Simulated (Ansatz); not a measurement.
# One shape, several levels: OF (SMILES [O]F)

Aim: a comparison of 6 runs (U-wB97M-V/STO-3G, U-wB97X/STO-3G, UB3LYP/STO-3G, RPA@PBE/STO-3G, UCCSD/STO-3G, UCCSD(T)/STO-3G) of OF. 

The results are computed with Ansatz 0.2.0.

48 further runs of the same task are left out: 7 that didn't finish, 41 set aside as unsound or not needed.

## 1. The system as given

OF has 2 atoms, charge 0, and is taken as a doublet. As SMILES, `[O]F`. The F2–O1 distance was set to 3.326 Å, away from the relaxed value.

## 2. The energy at U-wB97M-V/STO-3G (run 1)

The input, input.yaml:

```yaml
crystal:
  periodic: [false, false, false]
  atoms:
    - symbol: O
      position_ang: [0.000000, 0.000000, -2.011500]
    - symbol: F
      position_ang: [-0.000000, -0.000000, 1.314400]
basis:
  gaussian:
    orbitals: STO-3G
magnetization:
  spin_polarized: true
  initial_magnetization: 1
hamiltonian:
  xc: {name: wB97M-V}
accuracy: high
```

The run is started by

```sh
$ ansatz run input.yaml --threads 1 --pin off --max-ram 3480MiB --events-out events.jsonl --progress --plain --runs-dir runs
```

Output (excerpt; [...] marks lines left out):

```text
Warning: RAYON_NUM_THREADS=1 ignored (pool sized by the plan → 1); use --threads N
Functional definition: wB97M-V
  name "wB97M-V"
[...]
  gx(w, u) = 1 - cx + cx01*u + cx10*w
  gss(w, u) = css00 + css04*u^4 + css10*w + css20*w^2 + css43*w^4*u^3
  gos(w, u) = cos00 + cos10*w + (cos20 + cos21*u)*w^2 + (cos60 + cos61*u)*w^6
[...]
      + integral(e_c_pw_mod_opposite_spin*gos(b97_w_opposite, b97_u_opposite)) + vv10(b, c)
136 factors; integrals over basis functions are off by at most 1.8e-9 eV
78 factors; integrals over basis functions are off by at most 2.1e-9 eV
[...]
mean field -4689.17816803 eV, -172.3241192358 hartree, gradient 1.9e-9 eV, S^2 1.750000; 4 other end points of the search recorded, 0 dependent functions left out
reference -4689.17816875 eV, -172.3241192624 hartree; 9, 8 occupied and 1, 2 virtual orbitals, 136 factors
Total energy: -4689.17816875 eV, -172.3241192624 hartree
```

Run time: 73 s. Hardware: 1 thread of Intel Xeon 6975P-C (Granite Rapids), shared host; peak memory 0.27 GiB.

## 3. A single-point energy at U-wB97X/STO-3G (run 2)

The input, in.yaml:

```yaml
crystal:
  periodic: [false, false, false]
  atoms:
    - {symbol: O, position_ang: [0.000000, 0.000000, -2.011500]}
    - {symbol: F, position_ang: [-0.000000, -0.000000, 1.314400]}
basis:
  gaussian: {orbitals: STO-3G}
total_charge: 0
magnetization: {spin_polarized: true, initial_magnetization: 1}
hamiltonian: {xc: {name: wB97X}}
accuracy: high
```

The run is started by

```sh
$ ansatz run in.yaml --threads 1 --pin off --max-ram 3480MiB --events-out events.jsonl --progress --plain --runs-dir runs
```

Output (excerpt; [...] marks lines left out):

```text
Warning: RAYON_NUM_THREADS=1 ignored (pool sized by the plan → 1); use --threads N
Functional definition: wB97X
  name "wB97X"
[...]
      + exact_x_lr(omega)
[...]
      + integral(e_c_pw_opposite_spin*poly(b97_u_opposite, 1, cos1, cos2, cos3, cos4))
136 factors; integrals over basis functions are off by at most 1.8e-9 eV
78 factors; integrals over basis functions are off by at most 2.1e-9 eV
[...]
mean field -4688.77333963 eV, -172.3092420666 hartree, gradient 2.0e-8 eV, S^2 1.750000; 4 other end points of the search recorded, 0 dependent functions left out
reference -4688.77333925 eV, -172.3092420527 hartree; 9, 8 occupied and 1, 2 virtual orbitals, 136 factors
Total energy: -4688.77333925 eV, -172.3092420527 hartree
```

Run time: 31 s. Hardware: 1 thread of Intel Xeon 6975P-C (Granite Rapids), shared host; peak memory 0.22 GiB.

Runs 3 to 5 aren't shown in full; the table further down has their settings and results.

## 4. A single-point energy at UCCSD(T)/STO-3G (run 6)

The input, molecule.yaml:

```yaml
basis:
  gaussian: {orbitals: STO-3G}
crystal:
  periodic: [false, false, false]
  atoms:
    - {symbol: O, position_ang: [0.000000, 0.000000, -2.011500]}
    - {symbol: F, position_ang: [-0.000000, -0.000000, 1.314400]}
magnetization: {spin_polarized: true, initial_magnetization: 1}
correlation: {method: ccsd_t, frozen_orbitals: {F: 1, O: 1}}
accuracy: high
scf: {omitted_lower_state_checks: [cluster_reference, increment]}
```

The run is started by

```sh
$ ansatz run molecule.yaml --threads 1 --pin off --max-ram 3480MiB --events-out events.jsonl --progress --plain --runs-dir runs
```

Output:

```text
Warning: RAYON_NUM_THREADS=1 ignored (pool sized by the plan → 1); use --threads N
[... 19 lines left out ...]
2 core orbitals not correlated: weight in the atoms' cores, before any rotation towards them, 1.000 or more for the frozen orbitals, at most 0.000 for the correlated occupied ones
[... 107 lines left out ...]
Total energy: -4674.66877118 eV, -171.7909087366 hartree
Checks for a lower state left out: cluster_reference, increment
```

Wall time 0.4 s (1 thread of Intel Xeon 6975P-C (Granite Rapids), shared host).

## 5. The series

| run | level | frozen core orbitals | energy (Eh) | ⟨S²⟩ | wall time |
| --- | --- | --- | --- | --- | --- |
| 1 | U-wB97M-V/STO-3G | – | -172.324119 | 1.750 | 73 s |
| 2 | U-wB97X/STO-3G | – | -172.309242 | 1.750 | 31 s |
| 3 | UB3LYP/STO-3G | – | -172.304004 | 1.750 | 7.8 s |
| 4 | RPA@PBE/STO-3G | 2 | -171.855664 | 1.750 | 19 s |
| 5 | UCCSD/STO-3G | 2 | -171.790909 | 1.750 | 0.34 s |
| 6 | UCCSD(T)/STO-3G | 2 | -171.790909 | 1.750 | 0.4 s |

## 6. What came out

```
                                          quantity          value
                               run 6: total energy  -171.79091 Eh
run 6: correlation energy (2 core orbitals frozen)       -0.1 mEh
                             run 6: (T) correction       0.00 mEh
          run 6: ⟨S²⟩ of the reference determinant          1.750
                              run 6: T1 diagnostic          0.000
```

In words: Totals of different functionals can't be ranked against each other. In runs 1, 2, 3, 4, 5, 6 the basis is minimal, so the values are rough. Spin contamination of the reference: run 5 ⟨S²⟩ = 1.75, run 6 ⟨S²⟩ = 1.75, run 1 ⟨S²⟩ = 1.75, run 3 ⟨S²⟩ = 1.75, run 4 ⟨S²⟩ = 1.75, run 2 ⟨S²⟩ = 1.75. Where it is this large, the reference is a mixture of spin states, and values that rest on it are in doubt. All runs together took 2.2 min, the longest 73 s.
